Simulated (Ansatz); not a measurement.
**Other spins and charges of HBeGe, doublet at one geometry**

Geometry (PBE0/def2-TZVP stationary point for this spin, not checked as a minimum):

```xyz
3

Ge    0.0000    0.0000    1.9587
Be    0.0000    0.0000   -0.3067
H     0.0000    0.0000   -1.6520
```

Basis 6-31G (Cartesian d functions); Ansatz 0.2.0. Correlated methods freeze the noble-gas cores and the filled d shells of p-block atoms. R marks a restricted (for open shells ROHF) determinant. Active spaces: valence = (7e, 9o) chosen from the atoms' valence shells. No spin–orbit coupling is included, and no scalar relativity.

Gaps are energies of the second state less the first, at fixed atoms, for a selection of the levels run; each method lands on the state that its own search finds for that charge and spin.

For open shells CISD and CISDTQ are restricted-active-space CI with the open shells as a complete middle space.

Removing an electron, to the triplet: 7.621 eV at full CI (doublet B1, triplet ion B1, in C2v).

```json
{"level": "RHF", "gap (eV)": "7.234", "error (meV)": "-387"}
{"level": "RMP2", "gap (eV)": "7.521", "error (meV)": "-100"}
{"level": "CISD", "gap (eV)": "7.562", "error (meV)": "-59"}
{"level": "RCCSD", "gap (eV)": "7.602", "error (meV)": "-19"}
{"level": "RCCSD(T)", "gap (eV)": "7.615", "error (meV)": "-6"}
{"level": "BCCD(T)", "gap (eV)": "7.614", "error (meV)": "-7"}
{"level": "RCCSDT", "gap (eV)": "7.619", "error (meV)": "-2"}
{"level": "CISDTQ", "gap (eV)": "7.619", "error (meV)": "-2"}
{"level": "RCCSDT(Q)", "gap (eV)": "7.620", "error (meV)": "-1"}
{"level": "CASSCF (valence space)", "gap (eV)": "7.385", "error (meV)": "-236"}
{"level": "NEVPT2 (valence space)", "gap (eV)": "7.541", "error (meV)": "-80"}
{"level": "MRCISD (valence space)", "gap (eV)": "7.612", "error (meV)": "-9"}
{"level": "MRCISD+Q (valence space)", "gap (eV)": "7.619", "error (meV)": "-2"}
{"level": "B3LYP", "gap (eV)": "8.338", "error (meV)": "717"}
{"level": "wB97M-V", "gap (eV)": "8.238", "error (meV)": "617"}
```

Removing an electron, to the singlet: 7.104 eV at full CI (doublet B1, singlet ion A1, in C2v).

```
                     level  gap (eV)  error (meV)
                       RHF     7.070          -34
                      RMP2     7.133           29
                      CISD     7.088          -16
                     RCCSD     7.083          -21
                  RCCSD(T)     7.099           -5
                   BCCD(T)     7.098           -6
                    RCCSDT     7.105            1
                    CISDTQ     7.103           -1
                 RCCSDT(Q)     7.104            0
    CASSCF (valence space)     6.850         -254
    NEVPT2 (valence space)     7.023          -81
NEVPT4(SD) (valence space)     7.088          -16
    MRCISD (valence space)     7.094          -10
  MRCISD+Q (valence space)     7.101           -3
                   wB97M-V     7.541          437
```

Quartet less doublet: -0.034 eV at full CI (doublet B1, quartet A2, in C2v).

```json
{"level": "RHF", "gap (eV)": "-0.299", "error (meV)": "-265"}
{"level": "RMP2", "gap (eV)": "-0.127", "error (meV)": "-93"}
{"level": "CISD", "gap (eV)": "-0.074", "error (meV)": "-40"}
{"level": "RCCSD", "gap (eV)": "-0.029", "error (meV)": "5"}
{"level": "CISDTQ", "gap (eV)": "-0.036", "error (meV)": "-2"}
{"level": "CASSCF (valence space)", "gap (eV)": "-0.060", "error (meV)": "-26"}
{"level": "NEVPT2 (valence space)", "gap (eV)": "-0.048", "error (meV)": "-14"}
{"level": "MRCISD+Q (valence space)", "gap (eV)": "-0.033", "error (meV)": "1"}
{"level": "B3LYP", "gap (eV)": "0.375", "error (meV)": "409"}
{"level": "wB97M-V", "gap (eV)": "0.393", "error (meV)": "427"}
```

Wrong sign: B3LYP, wB97M-V.

In so small a basis the reference is far from its limit while semilocal and hybrid functionals are nearer theirs, so the functionals' errors here hold much of the reference's basis and frozen-core error, which can add to them or hide them.

Full CI is exact within this basis and frozen core; it isn't the basis-set limit.
